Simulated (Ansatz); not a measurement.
## A relaxation, step by step

CH$_{4}$F, doublet, PBE0-D4/def2-TZVP (Ansatz 0.2.0). Settings:

```yaml
hamiltonian: {xc: pbe0, dispersion: d4}
relax: {f_tol: 0.005, max_steps: 200}
```

Start, a step off a saddle point along its unstable mode:

```xyz
6
angstrom
H 0.3979 0.6919 0.9236
C -0.2746 -0.3087 -0.4754
F 0.7090 -1.1712 -0.6604
H 0.6390 0.9548 1.3332
H -0.3289 0.5140 -1.1832
H -1.1424 -0.6808 0.0623
```

| step | energy less the last (meV) | largest force component (eV/Å) |
| --- | --- | --- |
| 1 | 1570.4 | 11.930 |
| 3 | 65.3 | 0.382 |
| 5 | 8.3 | 0.245 |
| 7 | 4.9 | 0.026 |
| 9 | 4.8 | 0.006 |
| 11 | 4.7 | 0.042 |
| 13 | 4.5 | 0.065 |
| 15 | 4.2 | 0.082 |
| 17 (rejected trial) | 16.0 | 0.722 |
| 19 | 2.5 | 0.106 |
| 21 | 2.0 | 0.031 |
| 23 (rejected trial) | 1.7 | 0.214 |
| 25 | 0.3 | 0.023 |
| 27 (rejected trial) | 0.3 | 0.073 |
| 29 | 0.1 | 0.021 |
| 31 | 0.0 | 0.010 |
| 33 | 0.0 | 0.001 |

Step 11, positions (Å) and forces (eV/Å):

| atom | x | y | z | Fx | Fy | Fz |
| --- | --- | --- | --- | --- | --- | --- |
| H1 | 0.724 | 1.019 | 1.450 | 0.002 | 0.002 | 0.003 |
| C2 | -0.477 | -0.497 | -0.788 | 0.039 | -0.025 | 0.002 |
| F3 | 0.617 | -1.255 | -0.801 | -0.042 | 0.030 | 0.001 |
| H4 | 1.000 | 1.421 | 2.016 | -0.002 | -0.003 | -0.004 |
| H5 | -0.523 | 0.255 | -1.564 | 0.003 | 0.000 | -0.003 |
| H6 | -1.340 | -0.944 | -0.314 | 0.000 | -0.004 | 0.001 |

Step 21, positions (Å) and forces (eV/Å):

```csv
atom,x,y,z,Fx,Fy,Fz
H1,0.901,0.933,1.483,0.013,0.024,0.031
C2,-0.561,-0.481,-0.827,-0.004,-0.004,-0.007
F3,0.633,-0.998,-0.544,-0.014,0.010,0.000
H4,1.022,1.424,2.033,-0.009,-0.025,-0.030
H5,-0.589,0.161,-1.698,0.004,-0.007,0.007
H6,-1.406,-1.039,-0.447,0.010,0.002,-0.002
```

Step 25, positions (Å) and forces (eV/Å):

```csv
atom,x,y,z,Fx,Fy,Fz
H1,1.011,0.917,1.539,0.003,0.017,0.018
C2,-0.604,-0.488,-0.862,0.007,-0.003,0.002
F3,0.601,-0.889,-0.460,-0.023,0.009,-0.006
H4,1.034,1.448,2.064,-0.002,-0.018,-0.018
H5,-0.612,0.106,-1.766,0.006,-0.004,0.004
H6,-1.430,-1.094,-0.515,0.008,-0.001,0.001
```

Last step (33):

| atom | x (Å) | y (Å) | z (Å) |
| --- | --- | --- | --- |
| H1 | 1.0489 | 0.9268 | 1.5742 |
| C2 | -0.6314 | -0.4953 | -0.8874 |
| F3 | 0.5700 | -0.8191 | -0.4134 |
| H4 | 1.0763 | 1.4562 | 2.0999 |
| H5 | -0.6233 | 0.0658 | -1.8122 |
| H6 | -1.4406 | -1.1345 | -0.5609 |

Hardware: 2 CPU threads of an Arm Neoverse V2, shared host. Wall time about 32 s.
